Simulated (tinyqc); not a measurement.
CCSD on RHF in the sto-3g basis, frozen core, for LiH, spin multiplicity 1, step by step. Computed by tinyqc, a small Python program that keeps every step (integrals from PySCF). Settings: charge = 0, multiplicity = 1, basis = sto-3g, method = RHF, frozen orbitals = 1, energy threshold = 1e-10, iteration cap = 50, orthogonalisation = symmetric, start = Wolfsberg-Helmholz matrix, DIIS depth = 6, amplitude equations = CCSD, DIIS depth for amplitudes = 4, cap on updates = 71. Command: `OMP_NUM_THREADS=1 python tinyqc.py 31675 31676 out.jsonl` (the two numbers bound the seeds that draw the settings). One thread of a shared host (Intel(R) Xeon(R) Processor @ 2.60GHz), about 0.2 s of CPU time with the checks. The early iterations of the SCF are left out here.

## One-electron integrals

Geometry (angstrom):
```
atom       x       y       z
Li    0.0000  0.0000  0.0000
H     0.0000  0.0000  1.9490
```

Basis sto-3g: exponents (1/bohr^2) and contraction coefficients of normalised primitives:
```
element  l (shell)  exponent  coefficient
Li           s (1)   16.1196       0.1543
Li           s (1)    2.9362       0.5353
Li           s (1)    0.7947       0.4446
Li           s (2)    0.6363      -0.1000
Li           s (2)    0.1479       0.3995
Li           s (2)    0.0481       0.7001
Li           p (3)    0.6363       0.1559
Li           p (3)    0.1479       0.6077
Li           p (3)    0.0481       0.3920
H            s (1)    3.4253       0.1543
H            s (1)    0.6239       0.5353
H            s (1)    0.1689       0.4446
```

Overlap, kinetic and nuclear-attraction integrals over the contracted functions; the nuclear repulsion is the sum of Za Zb / Rab.

nuclear repulsion = 0.814536 hartree

overlap S, lower triangle:
```
         1Li 1s  1Li 2s  1Li 2px  1Li 2py  1Li 2pz   2H 1s
1Li 1s   1.0000
1Li 2s   0.2411  1.0000
1Li 2px  0.0000  0.0000   1.0000
1Li 2py  0.0000  0.0000   0.0000   1.0000
1Li 2pz  0.0000  0.0000   0.0000   0.0000   1.0000
2H 1s    0.0310  0.3104   0.0000   0.0000   0.4346  1.0000
```

kinetic energy T (hartree), lower triangle:
```
          1Li 1s  1Li 2s  1Li 2px  1Li 2py  1Li 2pz   2H 1s
1Li 1s    3.5768
1Li 2s   -0.0202  0.1022
1Li 2px   0.0000  0.0000   0.3197
1Li 2py   0.0000  0.0000   0.0000   0.3197
1Li 2pz   0.0000  0.0000   0.0000   0.0000   0.3197
2H 1s    -0.0099  0.0219   0.0000   0.0000   0.0791  0.7600
```

nuclear attraction V (hartree), lower triangle:
```
          1Li 1s   1Li 2s  1Li 2px  1Li 2py  1Li 2pz    2H 1s
1Li 1s   -8.2544
1Li 2s   -1.0298  -1.4615
1Li 2px   0.0000   0.0000  -1.4253
1Li 2py   0.0000   0.0000   0.0000  -1.4253
1Li 2pz  -0.0109  -0.1019   0.0000   0.0000  -1.5052
2H 1s    -0.1293  -0.5209   0.0000   0.0000  -0.7375  -2.0408
```

core Hamiltonian H = T + V (hartree), lower triangle:
```
          1Li 1s   1Li 2s  1Li 2px  1Li 2py  1Li 2pz    2H 1s
1Li 1s   -4.6776
1Li 2s   -1.0501  -1.3594
1Li 2px   0.0000   0.0000  -1.1056
1Li 2py   0.0000   0.0000   0.0000  -1.1056
1Li 2pz  -0.0109  -0.1019   0.0000   0.0000  -1.1855
2H 1s    -0.1392  -0.4990   0.0000   0.0000  -0.6584  -1.2807
```

## Two-electron integrals

Functions are numbered as in S; the eight-fold symmetry (ij|kl) = (ji|kl) = (kl|ij) leaves the list below.

Two-electron integrals (ij|kl) in chemists' order, unique and non-zero (hartree):
```
(11|11) 1.6804   (21|11) 0.2654   (21|21) 0.0499   (22|11) 0.3977
(22|21) 0.0929   (22|22) 0.2906   (31|31) 0.0090   (32|31) 0.0138
(32|32) 0.0642   (33|11) 0.3966   (33|21) 0.0929   (33|22) 0.2905
(33|33) 0.3129   (41|41) 0.0090   (42|41) 0.0138   (42|42) 0.0642
(43|43) 0.0169   (44|11) 0.3966   (44|21) 0.0929   (44|22) 0.2905
(44|33) 0.2792   (44|44) 0.3129   (51|51) 0.0090   (52|51) 0.0138
(52|52) 0.0642   (53|53) 0.0169   (54|54) 0.0169   (55|11) 0.3966
(55|21) 0.0929   (55|22) 0.2905   (55|33) 0.2792   (55|44) 0.2792
(55|55) 0.3129   (61|11) 0.0329   (61|21) 0.0062   (61|22) 0.0119
(61|33) 0.0117   (61|44) 0.0117   (61|51) 0.0008   (61|52) 0.0015
(61|55) 0.0121   (61|61) 0.0009   (62|11) 0.1027   (62|21) 0.0244
(62|22) 0.0841   (62|33) 0.0794   (62|44) 0.0794   (62|51) 0.0039
(62|52) 0.0260   (62|55) 0.0934   (62|61) 0.0037   (62|62) 0.0445
(63|31) 0.0017   (63|32) 0.0084   (63|53) 0.0037   (63|63) 0.0027
(64|41) 0.0017   (64|42) 0.0084   (64|54) 0.0037   (64|64) 0.0027
(65|11) 0.1352   (65|21) 0.0324   (65|22) 0.1152   (65|33) 0.1072
(65|44) 0.1072   (65|51) 0.0059   (65|52) 0.0400   (65|55) 0.1309
(65|61) 0.0050   (65|62) 0.0659   (65|65) 0.0985   (66|11) 0.2713
(66|21) 0.0653   (66|22) 0.2490   (66|33) 0.2274   (66|44) 0.2274
(66|51) 0.0107   (66|52) 0.0926   (66|55) 0.2922   (66|61) 0.0101
(66|62) 0.1696   (66|65) 0.2593   (66|66) 0.7746
```

## Orthogonalisation

S = U s U^T; symmetric (Loewdin) form X = U s^(-1/2) U^T, so that X^T S X = 1.

eigenvalues of S: 0.4531  0.8026  1.0000  1.0000  1.1804  1.5640

X, lower triangle:
```
          1Li 1s   1Li 2s  1Li 2px  1Li 2py  1Li 2pz   2H 1s
1Li 1s    1.0234
1Li 2s   -0.1304   1.0712
1Li 2px   0.0000   0.0000   1.0000
1Li 2py   0.0000   0.0000   0.0000   1.0000
1Li 2pz  -0.0071   0.0661   0.0000   0.0000   1.0903
2H 1s     0.0175  -0.1953   0.0000   0.0000  -0.2679  1.1370
```

## Iteration 9 (converged): orbitals

converged F (hartree), lower triangle:
```
          1Li 1s   1Li 2s  1Li 2px  1Li 2py  1Li 2pz    2H 1s
1Li 1s   -2.3569
1Li 2s   -0.6414  -0.2147
1Li 2px   0.0000   0.0000   0.1625
1Li 2py   0.0000   0.0000   0.0000   0.1625
1Li 2pz   0.0145  -0.0778   0.0000   0.0000   0.0364
2H 1s    -0.0855  -0.2208   0.0000   0.0000  -0.2098  -0.0987
```

Diagonalise F' = X^T F X, C = X C', fill 2 alpha and 2 beta electrons from the bottom; D = 2 C_occ C_occ^T. Each column has its largest component positive (the first on a tie).

F' = X^T F X (hartree), lower triangle:
```
         1        2       3       4        5       6
1  -2.3035
2  -0.3600  -0.0287
3   0.0000   0.0000  0.1625
4   0.0000   0.0000  0.0000  0.1625
5   0.0136   0.0088  0.0000  0.0000   0.1543
6   0.0098  -0.2241  0.0000  0.0000  -0.2631  0.0847
```

orbital energies (hartree): MO1 -2.3594, MO2 -0.2546, MO3 0.0740, MO4 0.1625, MO5 0.1625, MO6 0.4468

coefficients C:
```
             MO1      MO2      MO3     MO4      MO5      MO6
1Li 1s    0.9914  -0.1524  -0.2137  0.0000   0.0000   0.1138
1Li 2s    0.0334   0.4837   0.7982  0.0000   0.0000  -0.5785
1Li 2px   0.0000   0.0000   0.0000  0.9972  -0.0754   0.0000
1Li 2py   0.0000   0.0000   0.0000  0.0754   0.9972   0.0000
1Li 2pz  -0.0048   0.3334  -0.6013  0.0000   0.0000  -0.8901
2H 1s    -0.0005   0.5765  -0.1757  0.0000   0.0000   1.0197
```

D after iteration 9, lower triangle:
```
          1Li 1s  1Li 2s  1Li 2px  1Li 2py  1Li 2pz   2H 1s
1Li 1s    2.0123
1Li 2s   -0.0812  0.4702
1Li 2px   0.0000  0.0000   0.0000
1Li 2py   0.0000  0.0000   0.0000   0.0000
1Li 2pz  -0.1111  0.3223   0.0000   0.0000   0.2224
2H 1s    -0.1767  0.5577   0.0000   0.0000   0.3845  0.6648
```

Within a degenerate level the vectors are fixed only up to a rotation; this is one choice.

## Convergence

Stop when the energy changes by less than 1e-10 hartree and every element of the error matrix X^T (F D S - S D F) X is below 3e-06.

Course of the cycle:
```
iteration  E (hartree)     change  largest element of the error matrix
1            -7.819753          -                             5.56e-02
2            -7.831405  -1.17e-02                             2.51e-02
3            -7.835251  -3.85e-03                             1.19e-02
4            -7.836246  -9.95e-04                             1.12e-03
5            -7.836247  -1.13e-06                             6.87e-04
6            -7.836248  -7.94e-07                             1.67e-05
7            -7.836248  -6.55e-10                             7.70e-06
8            -7.836248  -1.04e-10                             1.57e-07
9            -7.836248  -4.26e-14                             6.43e-11
```

PySCF RHF in the same basis = -7.836248 hartree

Converged in 9 iterations.

## Integrals over molecular orbitals

(pq|rs) = sum C_ip C_jq C_kr C_ls (ij|kl), one index at a time.

one-electron integrals over orbitals h = C^T H C (hartree), lower triangle:
```
         1        2        3        4        5        6
1  -4.6686
2   0.0973  -1.3682
3   0.1633   0.0218  -1.1042
4   0.0000   0.0000   0.0000  -1.1056
5   0.0000   0.0000   0.0000   0.0000  -1.1056
6  -0.0503   0.0185   0.0238   0.0000   0.0000  -0.9992
```

Two-electron integrals over orbitals (pq|rs), unique and non-zero (hartree); the lowest 1 orbital is frozen and left out:
```
(22|22) 0.4636    (32|22) -0.0552   (32|32) 0.0177    (33|22) 0.2156
(33|32) 0.0121    (33|33) 0.3327    (42|42) 0.0218    (43|42) 0.0198
(43|43) 0.0413    (44|22) 0.2536    (44|32) 0.0104    (44|33) 0.2807
(44|44) 0.3129    (52|52) 0.0218    (53|52) 0.0198    (53|53) 0.0413
(54|54) 0.0169    (55|22) 0.2536    (55|32) 0.0104    (55|33) 0.2807
(55|44) 0.2792    (55|55) 0.3129    (62|22) 0.1129    (62|32) -0.0401
(62|33) -0.0181   (62|44) -0.0310   (62|55) -0.0310   (62|62) 0.1284
(63|22) -0.0547   (63|32) 0.0140    (63|33) 0.0362    (63|44) 0.0057
(63|55) 0.0057    (63|62) -0.0362   (63|63) 0.0286    (64|42) -0.0190
(64|43) -0.0127   (64|64) 0.0196    (65|52) -0.0190   (65|53) -0.0127
(65|65) 0.0196    (66|22) 0.4356    (66|32) -0.0473   (66|33) 0.2392
(66|44) 0.2622    (66|55) 0.2622    (66|62) 0.1109    (66|63) -0.0457
(66|66) 0.4339
```

## CCSD: starting amplitudes

t_ij^ab = <ij||ab> / (e_i + e_j - e_a - e_b), whose energy is MP2.

Starting amplitudes (spin orbitals 1a, 1b, ...; amplitudes related by a flip of all spins are not repeated):
```
from      to        t
2a 2b  6a 6b  -0.0915
2a 2b  3a 6b   0.0390
2a 2b  3a 3b  -0.0270
2a 2b  5a 5b  -0.0261
2a 2b  4a 4b  -0.0261
```

correlation energy = -0.016495 hartree

## CCSD: amplitude update 1

t_i^a D_i^a and t_ij^ab D_ij^ab are set to the remaining terms of the spin-orbital equations, evaluated with the old amplitudes; for the doubles these are <ij||ab> + 1/2 <ab||ef> t_ij^ef + 1/2 <mn||ij> t_mn^ab + P(ij)P(ab) <mb||ej> t_im^ae + terms in t^2 + terms with t1, D the orbital-energy denominators.

Amplitudes after update 1 (spin orbitals 1a, 1b, ...; amplitudes related by a flip of all spins are not repeated):
```
from      to         t
2a 2b  6a 6b   -0.1289
2a 2b  3a 6b    0.0586
2a 2b  3a 3b   -0.0328
2a 2b  5a 5b   -0.0265
2a 2b  4a 4b   -0.0265
2a        3a    0.0125
2a        6a  4.44e-04
```

correlation energy = -0.022983 hartree

## CCSD: convergence

E_corr = 1/4 sum <ij||ab> t_ij^ab + 1/2 sum <ij||ab> t_i^a t_j^b; stop when the norm of the change is below 1e-8.

Course of the amplitude iterations:
```
update  correlation energy (hartree)  norm of the change
0                          -0.016495                   -
1                          -0.022983            9.55e-02
2                          -0.025737            4.60e-02
3                          -0.028091            2.56e-02
4                          -0.028253            1.03e-02
5                          -0.028307            1.51e-03
6                          -0.028314            3.73e-04
7                          -0.028314            6.10e-05
8                          -0.028314            5.39e-06
9                          -0.028314            1.60e-06
10                         -0.028314            6.98e-07
11                         -0.028314            3.39e-07
12                         -0.028314            2.10e-08
13                         -0.028314            5.47e-09
```

Converged amplitudes (spin orbitals 1a, 1b, ...; amplitudes related by a flip of all spins are not repeated):
```
from      to        t
2a 2b  6a 6b  -0.1494
2a 2b  3a 6b   0.0879
2a 2b  3a 3b  -0.0609
2a        3a   0.0561
2a 2b  5a 5b  -0.0236
2a 2b  4a 4b  -0.0236
2a        6a   0.0065
```

CCSD total energy = -7.864562 hartree

T1 diagnostic, norm of the one-spin t1 over sqrt(correlated electrons) = 0.0399

Converged in 13 updates, with DIIS from the third.
